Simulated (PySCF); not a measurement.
Gas-phase reaction: 4 c-Si3H6 ⇌ 6 SiH + 3 Si2H6

Energies from PySCF, thermal terms from the rigid-rotor harmonic-oscillator model, ideal gas at 1 bar. † marks an energy on the PBE0/def2-TZVP geometry and frequencies. Open shells (unrestricted): SiH (multiplicity 2); the rest are closed-shell singlets. Spin-orbit splitting is ignored; it lowers the true energy and changes the entropy of SiH. B3LYP is the form with VWN-RPA correlation. c-Si3H6: computed as isolated molecules; such fragments, hydroxides, amides, oligomers or adducts are transient or little studied in the gas.

r2SCAN/def2-TZVP† gives ΔH°(298 K) = 1531 kJ.

Question: What do B3LYP/def2-TZVP†, PBE/def2-TZVP†, ωB97X-V/def2-TZVP† give?

Answer: B3LYP/def2-TZVP†: 1279 kJ; PBE/def2-TZVP†: 1494 kJ; ωB97X-V/def2-TZVP†: 1470 kJ. For scale, ΔH°(298 K) is 1531 kJ at this level, 1390 kJ at ωB97M-V/def2-TZVP†, and runs from 881 to 1777 kJ over the 19 levels computed.
